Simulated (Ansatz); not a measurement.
A nudged elastic band was laid between two geometries of AlH3O (5 atoms, charge 0, multiplicity 1).

All numbers below come from RKS PBE/def2-TZVP (Ansatz 0.2.0).

* movable images: 5
* climbing image: yes
* spring: 5.0 eV/Å²
* optimiser: quadratic models (default)
* start path: through a guess of the saddle point
* force threshold: 0.05 eV/Å
* iteration limit: 60
* end points: relaxed

Image 0:

```xyz
5
Properties=species:S:1:pos:R:3
Al -0.374 0.288 -0.207
H 0.429 1.179 -1.259
O 0.464 -0.859 0.753
H 1.421 -0.975 0.672
H -1.939 0.367 0.041
```

Image 6:

```xyz
5
Properties=species:S:1:pos:R:3
Al -0.773 -0.332 0.489
H 1.112 0.808 -1.031
O 0.165 -1.360 1.312
H 1.302 0.265 -0.533
H -1.806 0.619 -0.237
```

Question: What changes between the two ends?

Answer: Bonds broken: Al1–H2, O3–H4. Bonds formed: H2–H4. AlH3O becomes AlHO + H2.

Question: Give the energies along the band, and the barrier.

Answer: It converged. The highest image is number 4 of 0 to 6, 56.6 kcal/mol above the first end and 5.2 kcal/mol above the last; the last end lies 51.4 kcal/mol above the first. A vibrational analysis at the climbing image gives one clearly imaginary mode, 785i cm⁻¹: a first-order saddle point. The orbitals stay closed-shell, which can raise the energy where a bond breaks towards radicals; this wasn't checked here.

| image | path coordinate (Å) | energy (kcal/mol) | Al1–H2 (Å) | O3–H4 (Å) | H2–H4 (Å) |
| --- | --- | --- | --- | --- | --- |
| 0 | 0.00 | 0.0 | 1.60 | 0.97 | 3.06 |
| 1 | 0.46 | 3.0 | 1.59 | 0.97 | 2.47 |
| 2 | 0.93 | 13.0 | 1.60 | 0.99 | 1.87 |
| 3 | 1.39 | 36.4 | 1.72 | 1.12 | 1.32 |
| 4 | 1.85 | 56.6 | 1.92 | 1.62 | 0.89 |
| 5 | 2.34 | 52.7 | 2.30 | 2.16 | 0.78 |
| 6 | 2.84 | 51.4 | 2.68 | 2.71 | 0.76 |

Question: What is the geometry of the highest image?

Answer: 
```xyz
5
Properties=species:S:1:pos:R:3
Al -0.588 -0.108 0.228
H 0.880 0.607 -0.780
O 0.553 -1.059 0.927
H 1.101 -0.031 -0.197
H -1.946 0.591 -0.179
```

Question: What are the harmonic wavenumbers there?

Answer: 785i, 421, 537, 705, 993, 995, 1659, 1925, 2412 cm⁻¹.

The band took 7 iterations and about 40 core-seconds.

Run time: 23 s on 2 threads of Arm Neoverse V2, on a shared host, peak memory 0.12 GiB.
